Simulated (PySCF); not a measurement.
Working out the ionisation energy of O

O [He] 2s2 2p4 (3P) → O⁺ [He] 2s2 2p3 (4S). Calculation: PySCF 2.14, in x2c-SVPall (3s2p1d, 14 functions); the spin-free X2C one-electron Hamiltonian (Gaussian nucleus). Frozen: 1s2. Energies in hartree (1 hartree = 27.21139 eV):

```
            part   O (lower)  O⁺ (upper)
             UHF  -74.771721  -74.328093
CCSD correlation   -0.116619   -0.083925
             (T)   -0.000831   -0.000568
```

Q: What does Hartree-Fock give?

A: (-74.328093) − (-74.771721) = 0.443628 hartree = 12.072 eV.

Q: What do CCSD and CCSD(T) give?

A: The CCSD correlation energies differ by 0.032694 hartree = 0.890 eV and the triples by 0.000263 hartree = 0.007 eV, so CCSD gives 12.962 eV and CCSD(T) 12.969 eV.

Measured between the centres of the two terms (NIST): 13.608 eV, so CCSD(T) (valence) is off by -0.639 eV.

A double-zeta basis recovers only part of the correlation energy.

What remains against the reference includes basis incompleteness, the frozen core and higher excitations.
